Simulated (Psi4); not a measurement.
**PBE0/aug-pcseg-1 (sweep point 2) run of CH5BO (SMILES CBO)**

What is the vertical ionisation energy of CH5BO at PBE0/aug-pcseg-1 (sweep point 2)? 

The calculation is run with Psi4 1.11.

## (1) The molecule

CH5BO: 8 atoms, total charge 0, spin state singlet. SMILES: `CBO`. Geometry: relaxed at PBE0-D4/def2-TZVP. This is one conformer, not always the lowest.

Bond lengths: C1–B2 1.559 Å, B2–O3 1.357 Å, C1–H4 1.092 Å, C1–H5 1.096 Å, C1–H6 1.096 Å, B2–H7 1.207 Å, O3–H8 0.960 Å. Angles: C1–B2–O3 119.4°, C1–B2–H7 121.8°, O3–B2–H7 118.7°, B2–C1–H4 113.4°, B2–C1–H5 110.2°, B2–C1–H6 110.2°, B2–O3–H8 113.1°, H4–C1–H5 108.7°, H4–C1–H6 108.7°, H5–C1–H6 105.3°.

## (2) A single-point energy at PBE0/aug-pcseg-1 (sweep point 2)

job.inp reads:

```
memory 1600 MB

molecule {
  0 1
  C     -1.16898458     1.34227247    -0.61340510
  B      0.96149265    -0.45372324     0.34052865
  O      0.45485708    -2.94476022     0.67198661
  H     -2.96365748     0.38021290    -0.94372923
  H     -0.58298051     2.27730895    -2.36574814
  H     -1.47493124     2.87257268     0.74776463
  H      3.06230118     0.30821433     0.79519675
  H      1.88632462    -3.88981225     1.26177013
  units bohr
  symmetry c1
}

set {
  basis                aug-pcseg-1
  puream               true
  scf_type             pk
  dft_radial_points    99
  dft_spherical_points 590
}

energy("pbe0")
```

The run is started by

```console
$ psi4 job.inp job.out -n 1
```

job.out:

```text
[...]
  Running in c1 symmetry.
[...]
  Nuclear repulsion =   66.592600909552957
[...]
  Multiplicity = 1
[...]
  Nalpha       = 12
  Nbeta        = 12
[...]
    Number of basis functions: 114
[...]
   @RKS iter   1:  -140.66395217812277   -4.27852e-01   7.92365e-03 DIIS/ADIIS
[...]
   @RKS iter   7:  -141.04929102093661   -4.39848e-07   9.96221e-07 DIIS
[...]
    Orbital Energies [Eh]
    ---------------------
    Doubly Occupied:
       1A    -19.223632     2A    -10.191089     3A     -6.796907
       4A     -1.066263     5A     -0.717886     6A     -0.578185
       7A     -0.476763     8A     -0.415948     9A     -0.408510
      10A     -0.385588    11A     -0.374134    12A     -0.316490
[...]
  @RKS Final Energy:  -141.04929102093661
   => Energetics <=
    Nuclear Repulsion Energy =             66.5926009095529565
    One-Electron Energy =                -322.6583066794590877
    Two-Electron Energy =                 130.0337339858933490
    DFT Exchange-Correlation Energy =     -15.0173192369238446
    Empirical Dispersion Energy =           0.0000000000000000
    VV10 Nonlocal Energy =                  0.0000000000000000
    Total Energy =                       -141.0492910209366073
[...]
 Multipole Moments:
 ------------------------------------------------------------------------------------
     Multipole            Electronic (a.u.)      Nuclear  (a.u.)        Total (a.u.)
 ------------------------------------------------------------------------------------
 L = 1.  Multiply by 2.5417464519 to convert [e a0] to [Debye]
 Dipole X            :          1.0505097           -0.6891150            0.3613947
 Dipole Y            :         -2.8107435            2.7164517           -0.0942918
 Dipole Z            :          0.8396476           -0.7182437            0.1214039
 Magnitude           :                                                    0.3927289
[...]
```

Wall time 47 s (1 thread of Intel Xeon at 2.50GHz (Skylake/Cascade Lake), shared host); peak memory 0.67 GiB.

## (3) The doublet cation at the same level

Changes to job.inp since step 2:

```diff
@@ -1,5 +1,5 @@
-memory 1600 MB
+memory 1600 mb
 
 molecule {
-  0 1
+  1 2
   C     -1.16898458     1.34227247    -0.61340510
@@ -17,7 +17,9 @@
 set {
-  basis                aug-pcseg-1
-  puream               true
-  scf_type             pk
-  dft_radial_points    99
+  basis aug-pcseg-1
+  reference uks
+  puream true
+  scf_type pk
+  dft_radial_points 99
   dft_spherical_points 590
+  maxiter 150
 }
```

The run is started by

```console
$ psi4 -i job.inp -o job.out -n 1
```

job.out:

```text
[...]
  Running in c1 symmetry.
[...]
  Nuclear repulsion =   66.592600909552957
[...]
  Multiplicity = 2
[...]
  Nalpha       = 12
  Nbeta        = 11
[...]
    Number of basis functions: 114
[...]
   @UKS iter   1:  -140.35286517868909   -1.16765e-01   6.78014e-03 ADIIS/DIIS
[...]
   @UKS iter  10:  -140.64030944067659   -3.30107e-07   7.46245e-07 DIIS
[...]
   @S^2 Observed:                7.555484597E-01
[...]
    Orbital Energies [Eh]
    ---------------------
    Alpha Occupied:
       1A    -19.516364     2A    -10.478936     3A     -7.120670
       4A     -1.349387     5A     -1.000504     6A     -0.854837
       7A     -0.791066     8A     -0.700776     9A     -0.679320
      10A     -0.655399    11A     -0.638834    12A     -0.635139
    Alpha Virtual:
      13A     -0.259953    14A     -0.177840    15A     -0.143188
      16A     -0.127070    17A     -0.110007    18A     -0.094923
      19A     -0.084246    20A     -0.074662    21A     -0.073591
      22A     -0.063758    23A     -0.060256    24A     -0.051163
      25A     -0.026850    26A     -0.024847    27A     -0.017880
[...]
  @UKS Final Energy:  -140.64030944067659
   => Energetics <=
    Nuclear Repulsion Energy =             66.5926009095529565
    One-Electron Energy =                -315.9089500721636909
    Two-Electron Energy =                 123.4206967248366453
    DFT Exchange-Correlation Energy =     -14.7446570029025050
    Empirical Dispersion Energy =           0.0000000000000000
    VV10 Nonlocal Energy =                  0.0000000000000000
    Total Energy =                       -140.6403094406765888
[...]
 Multipole Moments:
 ------------------------------------------------------------------------------------
     Multipole            Electronic (a.u.)      Nuclear  (a.u.)        Total (a.u.)
 ------------------------------------------------------------------------------------
 L = 1.  Multiply by 2.5417464519 to convert [e a0] to [Debye]
 Dipole X            :          1.4185471           -0.6891150            0.7294321
 Dipole Y            :         -2.2247096            2.7164517            0.4917421
 Dipole Z            :          0.8326961           -0.7182437            0.1144524
 Magnitude           :                                                    0.8871194
[...]
```

It took 98 s on 1 thread of Intel Xeon at 2.50GHz (Skylake/Cascade Lake), shared host; peak memory 0.68 GiB.

## (4) What came out

At PBE0/aug-pcseg-1 (sweep point 2):

```
                                          quantity          value
                       singlet CH5BO: total energy  -141.04929 Eh
                      singlet CH5BO: dipole moment         1.00 D
                        singlet CH5BO: HOMO energy       -8.61 eV
                        singlet CH5BO: LUMO energy       -0.13 eV
                      singlet CH5BO: HOMO–LUMO gap        8.48 eV
                      doublet cation: total energy  -140.64031 Eh
doublet cation: HOMO energy (highest over α and β)      -17.24 eV
 doublet cation: LUMO energy (lowest over α and β)      -13.65 eV
                              doublet cation: ⟨S²⟩          0.756
vertical ionisation energy (to the doublet cation)      11.129 eV
```

What this shows: The vertical ionisation energy comes to 11.13 eV (257 kcal/mol). −ε(HOMO) before ionisation, 8.61 eV, is 2.52 eV below this ionisation energy.
